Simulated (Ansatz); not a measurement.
# CH3BO: one species, many methods

How much do the methods differ for CH3BO? The plan is to run it at one geometry with functionals of several rungs and with coupled cluster, and see how far each lands from CCSD(T) at the basis-set limit for the atomisation energy.

Method: functionals in def2-TZVPP, the program's frozen cores in correlated methods; program: Ansatz 0.2.0, Gaussian basis.

Plan: LDA (SPW92), PBE-D4, revPBE-D4, BLYP-D4, r2SCAN-D4, B97M-V, PBE0-D4, B3LYP-D4, r2SCANh-D4, r2SCAN0-D4, HSE06-D4, BHLYP-D4, CAM-B3LYP-D4, LC-ωPBE, ωB97X-V, ωB97M-V, B2PLYP, PBE-QIDH; CCSD(T)/def2-SVP; CCSD(T)/def2-TZVPP; MP2/def2-QZVPP; extrapolation to the limit; RPA on PBE.

1 further run of the same task is left out (it didn't finish).

## Step 1: The geometry

An earlier PBE0-D4 in a triple-zeta def2 set relaxation fixed the geometry.

SMILES `B1CO1`, 6 atoms, charge 0, spin multiplicity 1.

Atoms are counted from 1 here; the program's logs count them from 0.

Bond lengths: B1–C2 1.510 Å, B1–O3 1.327 Å, B1–H4 1.183 Å, C2–O3 1.500 Å, C2–H5 1.086 Å, C2–H6 1.086 Å. Angles: C2–B1–O3 63.5°, C2–B1–H4 159.3°, O3–B1–H4 137.2°, B1–C2–O3 52.3°, B1–C2–H5 122.4°, B1–C2–H6 122.3°, O3–C2–H5 112.6°, O3–C2–H6 112.6°, H5–C2–H6 114.6°, B1–O3–C2 64.2°.

## Step 2: LDA

This LDA is Slater exchange with PW92 correlation.

in.yaml

```yaml
crystal:
  periodic: [false, false, false]
  atoms:
    - {symbol: B, position_ang: [-0.656446, -0.423098, -0.388629]}
    - {symbol: C, position_ang: [0.579005, 0.136266, 0.275477]}
    - {symbol: O, position_ang: [-0.667589, 0.874741, -0.112406]}
    - {symbol: H, position_ang: [-1.387243, -1.212977, -0.880932]}
    - {symbol: H, position_ang: [1.447989, 0.458468, -0.290843]}
    - {symbol: H, position_ang: [0.726384, 0.102602, 1.351034]}
basis:
  gaussian: {orbitals: def2-TZVPP}
hamiltonian: {xc: lda}
output: {orbitals: {seedname: orbitals}}
```

The run is started by

```console
$ ansatz run in.yaml --threads 2 --pin off --events-out ev --progress --plain --max-ram 4352MiB
```

Further steps of the session: PBE-D4 (GGA); revPBE-D4 (GGA); BLYP-D4 (GGA); r2SCAN-D4 (meta-GGA); B97M-V (meta-GGA); B3LYP-D4 (hybrid); r2SCANh-D4 (hybrid); r2SCAN0-D4 (hybrid); HSE06-D4 (hybrid); BHLYP-D4 (hybrid); CAM-B3LYP-D4 (range-separated); LC-ωPBE (range-separated); ωB97X-V (range-separated); ωB97M-V (range-separated); B2PLYP (double hybrid); PBE-QIDH (double hybrid); CCSD(T) in def2-SVP; CCSD(T) in def2-TZVPP; MP2 in def2-QZVPP; RPA on PBE orbitals.

Before running them: what should the planned runs give, taken together? Wanted: atomisation energy, CCSD(T)/CBS; farthest beyond LDA; mean size of error, GGA; mean size of error, meta-GGA; mean size of error, hybrid; mean size of error, range-separated; mean size of error, double hybrid; gap, smallest and largest; T1 diagnostic.

**Answer**, as computed:

```
                               quantity                                      value
        atomisation energy, CCSD(T)/CBS                             564.3 kcal/mol
functionals within 2.8 kcal/mol (0.5 %)               r2SCANh-D4, B2PLYP, PBE-QIDH
                    farthest beyond LDA                    PBE-D4 (+20.4 kcal/mol)
                mean size of error, GGA                              10.0 kcal/mol
           mean size of error, meta-GGA                               6.6 kcal/mol
             mean size of error, hybrid                               6.8 kcal/mol
    mean size of error, range-separated                               5.3 kcal/mol
      mean size of error, double hybrid                               0.5 kcal/mol
              gap, smallest and largest  5.38 eV (LDA (SPW92)), 13.05 eV (LC-ωPBE)
                          T1 diagnostic                                     0.0161
triples share of the correlation energy                                      4.0 %
```

LDA overbinds by 91.8 kcal/mol (16 %). PBE-D4 is off by +20.4 kcal/mol. Double hybrids carry the basis error of their MP2 part in triple zeta, and no dispersion term here, so their miss is partly the set-up's. Taken by rung, double hybrid functionals do best (0.5 kcal/mol on average) and GGA ones worst beyond LDA (10.0 kcal/mol). The reference freezes the cores and leaves out relativity and excitations past (T), so misses under about 2.8 kcal/mol can't be ranked. Hartree-Fock recovers 73 % of the binding; the rest is correlation. CCSD(T) in def2-SVP is off by -24.0 kcal/mol, so the small basis spoils what the method gains. The gap grows from 5.4 to 13.0 eV across the functionals, mostly with the share of exact exchange.
